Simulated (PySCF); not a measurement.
Ionisation energies (eV) were calculated with PySCF 2.14 by LDA, UHF, MP2 (valence), in another order, as differences of total energies without spin-orbit coupling. The measured values are between term centres (NIST).

```json
{"species": "He (def2-TZVPPD, non-relativistic)", "measured": "24.587", "A": "24.357", "B": "24.283", "C": "23.450"}
{"species": "Si (def2-TZVPPD, non-relativistic)", "measured": "8.157", "A": "8.042", "B": "8.233", "C": "7.638"}
{"species": "Sr (def2-TZVPPD with the def2 core potential (28 electrons), ECP)", "measured": "5.695", "A": "5.217", "B": "5.869", "C": "4.744"}
{"species": "In (def2-TZVPPD with the def2 core potential (28 electrons), ECP)", "measured": "5.603", "A": "5.393", "B": "5.710", "C": "5.216"}
{"species": "Xe (def2-TZVPPD with the def2 core potential (28 electrons), ECP)", "measured": "12.565", "A": "12.252", "B": "12.609", "C": "11.463"}
{"species": "W (def2-TZVPPD with the def2 core potential (60 electrons), ECP)", "measured": "7.825", "A": "7.130", "B": "7.901", "C": "5.871"}
{"species": "Au (def2-TZVPPD with the def2 core potential (60 electrons), ECP)", "measured": "9.226", "A": "9.067", "B": "9.889", "C": "7.685"}
{"species": "Hg (def2-TZVPPD with the def2 core potential (60 electrons), ECP)", "measured": "10.438", "A": "10.296", "B": "10.854", "C": "8.500"}
```

Problem. Which column is which method?

Solution. A is MP2 (valence) (mean error -0.29 eV); B is LDA (mean error 0.16 eV); C is UHF (mean error -1.19 eV). Valence MP2 in a finite basis recovers only part of the missing correlation, so it stays below experiment on average. LDA overbinds the outer electron and comes out highest. Hartree-Fock lacks the correlation of the electron removed and comes out lowest.
